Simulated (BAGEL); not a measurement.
# One shape, several levels: CClF3 (SMILES FC(F)(F)Cl)

Aim: a comparison of 4 runs (HF/3-21G, HF/def2-SVP, B3LYP/6-31G*, CIS/6-31G*) of CClF3. 

Program for the calculation: BAGEL 1.2.2.

2 further runs of the same task are left out: 1 that didn't finish, 1 set aside as unsound or not needed.

## 1. Starting point

The species is CClF3 (5 atoms), meant as a singlet with charge 0. As SMILES, `FC(F)(F)Cl`. Geometry: relaxed at PBE0-D4/def2-TZVP.

Bond lengths: F1–C2 1.322 Å, C2–F3 1.322 Å, C2–F4 1.322 Å, C2–Cl5 1.756 Å. Angles: F1–C2–F3 108.7°, F1–C2–F4 108.7°, F1–C2–Cl5 110.2°, F3–C2–F4 108.7°, F3–C2–Cl5 110.2°, F4–C2–Cl5 110.2°.

## 2. A single-point energy at HF/3-21G (run 1)

Input file input.json:

```json
{ "bagel" : [

{
  "title" : "molecule",
  "basis" : "3-21g",
  "df_basis" : "qzvpp-jkfit",
  "angstrom" : "false",
  "geometry" : [
    { "atom" : "F", "xyz" : [  0.40383447,  0.03609377,  2.50596581 ] },
    { "atom" : "C", "xyz" : [ -0.00415740, -0.15590241,  0.04932185 ] },
    { "atom" : "F", "xyz" : [ -2.36140177, -0.89686402, -0.31577324 ] },
    { "atom" : "F", "xyz" : [  1.53389070, -1.88783640, -0.88533669 ] },
    { "atom" : "Cl", "xyz" : [  0.52213133,  2.76523624, -1.43241240 ] }
  ]
},
{ "title" : "hf", "df" : "false" },
{ "title" : "print", "file" : "orbitals.molden", "orbitals" : "true" }

]}
```

Run with:

```bash
$ BAGEL_NUM_THREADS=1 BAGEL input.json > input.out
```

Log:

```text
* using 1 threads per process

  ===============================================================
  ===============================================================

  *** Geometry ***

  { "atom" : "F", "xyz" : [      0.403834,      0.036094,      2.505966 ] },
  { "atom" : "C", "xyz" : [     -0.004157,     -0.155902,      0.049322 ] },
  { "atom" : "F", "xyz" : [     -2.361402,     -0.896864,     -0.315773 ] },
  { "atom" : "F", "xyz" : [      1.533891,     -1.887836,     -0.885337 ] },
  { "atom" : "Cl", "xyz" : [      0.522131,      2.765236,     -1.432412 ] },

  Number of auxiliary basis functions:      434

  Since a DF basis is specified, we compute 2- and 3-index integrals:
    o Being stored without compression. Storage requirement is 0.008 GB

  Number of basis functions:       49
  Number of electrons      :       50

    * METHOD: MOLECULE                             0.13

  *** RHF ***

  === Nuclear Repulsion ===
   251.2286251544

      * DIIS with orbital gradients will be used.

  === RHF iteration (3-21g) ===
      0       -785.35588255          0.06119812           0.04
      1       -790.73354653          0.04004449           0.04
      2       -791.59325693          0.01145794           0.04
      3       -791.63541356          0.00408204           0.04
      4       -791.64169632          0.00110763           0.04
      5       -791.64268589          0.00027394           0.04
      6       -791.64273313          0.00006698           0.04
      7       -791.64273499          0.00002796           0.04
      8       -791.64273520          0.00000716           0.04
      9       -791.64273522          0.00000162           0.04
     10       -791.64273522          0.00000052           0.04
     11       -791.64273522          0.00000018           0.04
     12       -791.64273522          0.00000006           0.04
     13       -791.64273522          0.00000002           0.04
     14       -791.64273522          0.00000001           0.04
    * SCF iteration converged.

    * Permanent dipole moment:
           (   -0.019192,    -0.105949,     0.053678) a.u.

    * METHOD: HF                                   0.67

    * METHOD: PRINT                                0.01

  ===============================================================
```

It took 0.93 s on 1 thread of Arm Neoverse V1, shared host; peak memory 0.26 GiB.

## 3. A single-point energy at HF/def2-SVP (run 2)

Input file input.json:

```json
{ "bagel": [

{
  "title": "molecule",
  "basis": "svp",
  "df_basis": "qzvpp-jkfit",
  "angstrom": true,
  "geometry": [
    { "atom": "F", "xyz": [    0.213700,    0.019100,    1.326100 ] },
    { "atom": "C", "xyz": [   -0.002200,   -0.082500,    0.026100 ] },
    { "atom": "F", "xyz": [   -1.249600,   -0.474600,   -0.167100 ] },
    { "atom": "F", "xyz": [    0.811700,   -0.999000,   -0.468500 ] },
    { "atom": "Cl", "xyz": [    0.276300,    1.463300,   -0.758000 ] }
  ]
},
{
  "title": "hf",
  "df": false
},
{
  "title": "print",
  "file": "orbitals.molden",
  "orbitals": true
}

]}
```

Run with:

```bash
$ BAGEL_NUM_THREADS=1 BAGEL input.json > input.out
```

Log:

```text
* using 1 threads per process

  ===============================================================
  ===============================================================

  *** Geometry ***

  { "atom" : "F", "xyz" : [      0.403834,      0.036094,      2.505966 ] },
  { "atom" : "C", "xyz" : [     -0.004157,     -0.155902,      0.049322 ] },
  { "atom" : "F", "xyz" : [     -2.361402,     -0.896864,     -0.315773 ] },
  { "atom" : "F", "xyz" : [      1.533891,     -1.887836,     -0.885337 ] },
  { "atom" : "Cl", "xyz" : [      0.522131,      2.765236,     -1.432412 ] },

  Number of auxiliary basis functions:      434

  Since a DF basis is specified, we compute 2- and 3-index integrals:
    o Being stored without compression. Storage requirement is 0.019 GB

  Number of basis functions:       74
  Number of electrons      :       50

    * METHOD: MOLECULE                             0.16

  *** RHF ***

  === Nuclear Repulsion ===
   251.2286251772

      * DIIS with orbital gradients will be used.

  === RHF iteration (svp) ===
      0       -782.17466345          0.06047585           0.25
      1       -762.89067395          0.27136618           0.25
      2       -793.36334475          0.05519031           0.24
      3       -794.93560409          0.01879890           0.24
      4       -795.24475839          0.00570217           0.24
      5       -795.26051537          0.00208476           0.23
      6       -795.26487954          0.00044826           0.23
      7       -795.26514277          0.00012195           0.23
      8       -795.26515615          0.00005577           0.22
      9       -795.26515817          0.00000819           0.22
     10       -795.26515823          0.00000174           0.21
     11       -795.26515824          0.00000054           0.21
     12       -795.26515824          0.00000017           0.20
     13       -795.26515824          0.00000005           0.20
     14       -795.26515824          0.00000002           0.19
     15       -795.26515824          0.00000001           0.19
    * SCF iteration converged.

    * Permanent dipole moment:
           (   -0.035221,    -0.194938,     0.098801) a.u.

    * METHOD: HF                                   3.71

    * METHOD: PRINT                                0.01

  ===============================================================
```

It took 4.2 s on 1 thread of Arm Neoverse V1, shared host; peak memory 0.081 GiB.

Run 3 isn't shown in full; the table further down has it.

## 4. The excited states at CIS/6-31G(d) (density fitting with svp-jkfit, spherical functions) (run 4)

Input file input.json:

```json
{ "bagel" : [

{
  "title" : "molecule",
  "basis" : "6-31gs.json",
  "df_basis" : "svp-jkfit",
  "angstrom" : true,
  "geometry" : [
    { "atom" : "F", "xyz" : [    0.213700,    0.019100,    1.326100 ] },
    { "atom" : "C", "xyz" : [   -0.002200,   -0.082500,    0.026100 ] },
    { "atom" : "F", "xyz" : [   -1.249600,   -0.474600,   -0.167100 ] },
    { "atom" : "F", "xyz" : [    0.811700,   -0.999000,   -0.468500 ] },
    { "atom" : "Cl", "xyz" : [    0.276300,    1.463300,   -0.758000 ] }
  ]
},
{
  "title" : "hf"
},
{
  "title" : "cis",
  "nstate" : 4
}

]}
```

The basis set 6-31G* is read from a file made from the Basis Set Exchange's data (not shown).

Run with:

```bash
$ BAGEL_NUM_THREADS=1 BAGEL input.json > input.out
```

Log:

```text
* using 1 threads per process

  ===============================================================
  ===============================================================

  *** Geometry ***

  { "atom" : "F", "xyz" : [      0.403834,      0.036094,      2.505966 ] },
  { "atom" : "C", "xyz" : [     -0.004157,     -0.155902,      0.049322 ] },
  { "atom" : "F", "xyz" : [     -2.361402,     -0.896864,     -0.315773 ] },
  { "atom" : "F", "xyz" : [      1.533891,     -1.887836,     -0.885337 ] },
  { "atom" : "Cl", "xyz" : [      0.522131,      2.765236,     -1.432412 ] },

  Number of auxiliary basis functions:      434

  Since a DF basis is specified, we compute 2- and 3-index integrals:
    o Being stored without compression. Storage requirement is 0.019 GB

  Number of basis functions:       74
  Number of electrons      :       50

    * METHOD: MOLECULE                             0.18

  *** RHF ***

  === Nuclear Repulsion ===
   251.2286251772

      * DIIS with orbital gradients will be used.

  === RHF iteration (6-31gs.json) ===
      0       -795.39809899          0.02750606           0.05
      1       -795.55367150          0.01897152           0.05
      2       -795.65563166          0.00122037           0.05
[... 8 lines of this table left out ...]
     11       -795.65687886          0.00000001           0.05
    * SCF iteration converged.

    * Permanent dipole moment:
           (   -0.022052,    -0.121891,     0.061752) a.u.

    * METHOD: HF                                   0.73

  === CIS iteration ===

        0     0     0.34917789     0.00309423      0.04
        0     1     0.34917924     0.00309424      0.00
        0     2     0.53437315     0.00517511      0.00
[... 60 lines of this table left out ...]
       12     3     0.56339648     0.00000048      0.00

    * CIS converged

    * Permanent dipole moment: Transition 0 -> 0
           (    0.080954,     0.004396,     0.037434) a.u.

    * Permanent dipole moment: Transition 0 -> 1
           (   -0.034923,     0.042095,     0.070590) a.u.

    * Permanent dipole moment: Transition 0 -> 2
           (    0.147921,     0.820980,    -0.416418) a.u.

    * Permanent dipole moment: Transition 0 -> 3
           (   -0.000033,     0.000028,     0.000044) a.u.

    * METHOD: CIS                                  0.49

  ===============================================================
```

Run time: 1.5 s. Hardware: 1 thread of Arm Neoverse V1, shared host; peak memory 0.26 GiB.

The roots found:

| excited state | energy (eV) | strength |
| --- | --- | --- |
| 1 | 9.117 | 0.0036 |
| 2 | 9.118 | 0.0036 |
| 3 | 13.101 | 0.5580 |
| 4 | 15.331 | 0.0000 |

## 5. Overview of the runs

```csv
run,level,integral approximation,task,energy (Eh),dipole moment (D),wall time
1,HF/3-21G,none,energy,-791.642735,0.31,0.93 s
2,HF/def2-SVP,none,energy,-795.265158,0.56,4.2 s
3,"B3LYP/6-31G* (density fitting with qzvpp-jkfit, spherical functions)",qzvpp-jkfit,gradient,-797.809404,0.04,8.4 s
4,"CIS/6-31G* (density fitting with svp-jkfit, spherical functions)",svp-jkfit,excited,-795.656879,–,1.5 s
```

## 6. Results

| quantity | value |
| --- | --- |
| run 4: ground-state or mean-field energy | -795.65688 Eh |
| run 4: lowest excitation energy | 9.12 eV |

**Reading.** Over runs 1, 2, 3 the dipole moment (its size) runs from 0.04 D (B3LYP/6-31G*) to 0.56 D (HF/def2-SVP). The two ends differ in method and basis. All runs together took 15 s, the longest 8.4 s.
